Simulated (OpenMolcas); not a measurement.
**Potential curves of AlC: spin-free states**

Computed with OpenMolcas 26.06: state-averaged CASSCF(7,8) over Al 3s 3p, C 2s 2p, XMS-CASPT2 (IPEA 0.25, imaginary shift 0.2 hartree), scalar X2C, ANO-RCC-VTZP, then RASSI spin–orbit state interaction with atomic mean-field integrals. C2 symmetry about the axis (a holds Σ, Δ, Γ; b holds Π, Φ, H; Σ⁺ and Σ⁻ are not told apart); roots by multiplicity and irrep: 4a 5, 2b 6, 2a 7, 4b 4, 6b 2.

XMS-CASPT2 energies in eV from the lowest point. Curves are followed by energy order within each symmetry, so they are adiabatic and may change character at avoided crossings; Σ⁺ and Σ⁻ are counted together.

```json
{"R (Å)": "1.714", "(1)4Σ": "0.600", "(1)2Π": "1.190", "(2)2Π": "2.928", "(3)2Π": "3.459", "(1)4Δ": "5.467", "(1)6Π": "4.107"}
{"R (Å)": "1.814", "(1)4Σ": "0.178", "(1)2Π": "0.994", "(2)2Π": "2.212", "(3)2Π": "3.301", "(1)4Δ": "4.672", "(1)6Π": "3.685"}
{"R (Å)": "1.903", "(1)4Σ": "0.018", "(1)2Π": "0.993", "(2)2Π": "1.838", "(3)2Π": "3.307", "(1)4Δ": "4.201", "(1)6Π": "3.532"}
{"R (Å)": "1.993", "(1)4Σ": "0.000", "(1)2Π": "1.089", "(2)2Π": "1.667", "(3)2Π": "3.386", "(1)4Δ": "3.894", "(1)6Π": "3.525"}
{"R (Å)": "2.093", "(1)4Σ": "0.087", "(1)2Π": "1.230", "(2)2Π": "1.665", "(3)2Π": "3.519", "(1)4Δ": "3.684", "(1)6Π": "3.632"}
{"R (Å)": "2.192", "(1)4Σ": "0.242", "(1)2Π": "1.359", "(2)2Π": "1.814", "(3)2Π": "3.673", "(1)4Δ": "3.564", "(1)6Π": "3.816"}
{"R (Å)": "2.332", "(1)4Σ": "0.524", "(1)2Π": "1.544", "(2)2Π": "2.132", "(3)2Π": "3.895", "(1)4Δ": "3.487", "(1)6Π": "4.146"}
{"R (Å)": "2.511", "(1)4Σ": "0.925", "(1)2Π": "1.829", "(2)2Π": "2.541", "(3)2Π": "4.152", "(1)4Δ": "3.461", "(1)6Π": "4.618"}
{"R (Å)": "2.790", "(1)4Σ": "1.559", "(1)2Π": "2.323", "(2)2Π": "3.015", "(3)2Π": "4.452", "(1)4Δ": "3.464", "(1)6Π": "5.327"}
{"R (Å)": "3.189", "(1)4Σ": "2.369", "(1)2Π": "2.836", "(2)2Π": "3.305", "(3)2Π": "4.676", "(1)4Δ": "3.485", "(1)6Π": "6.115"}
{"R (Å)": "3.787", "(1)4Σ": "3.050", "(1)2Π": "3.281", "(2)2Π": "3.365", "(3)2Π": "4.661", "(1)4Δ": "3.528", "(1)6Π": "6.701"}
```

Task: With masses 26.982 and 12.000 u, fit the curves (1)4Σ, (3)2Π, (1)6Π near their minima.

Result: At XMS-CASPT2, Te from the lowest curve (the fit fixes ωe to a per cent or two; the method's Re and ωe can be off by some per cent):

```csv
curve,Te (cm⁻¹),Re (Å),ωe (cm⁻¹)
(1)4Σ,0,1.961,659.8
(3)2Π,26600,1.851,647.7
(1)6Π,28390,1.952,691.8
```

Left out for impure symmetry, kinks or missing points, though low: (1)2Σ, (1)2Δ, (1)4Π, (2)2Σ, (2)4Σ, (3)2Σ, (2)4Π, (2)2Δ, (3)4Σ. Only roots inside an energy window near the equilibrium distance were included, so the list of states is not complete; labels number the states computed. Each spin and symmetry block has orbitals of its own, averaged over its own roots, so gaps between blocks are less sure than gaps within one and near the minimum can be off by tenths of an eV, in bad cases by more. No Rydberg orbitals are active, so Rydberg states, and σ→σ* states whose orbital the CASSCF left unused, can be missing between those listed. CASPT2 splits the two components of degenerate states numerically, here by up to 132 cm⁻¹. At stretched bonds a block can hold a wrong CASSCF solution and miss its lowest state; points past a visible jump are left out. No roots were computed in block 6a (none fell in the window or the block failed), so states of that kind are missing and can lie low or lowest. Points that failed a check (symmetry, reference weights, a jump) are left out.
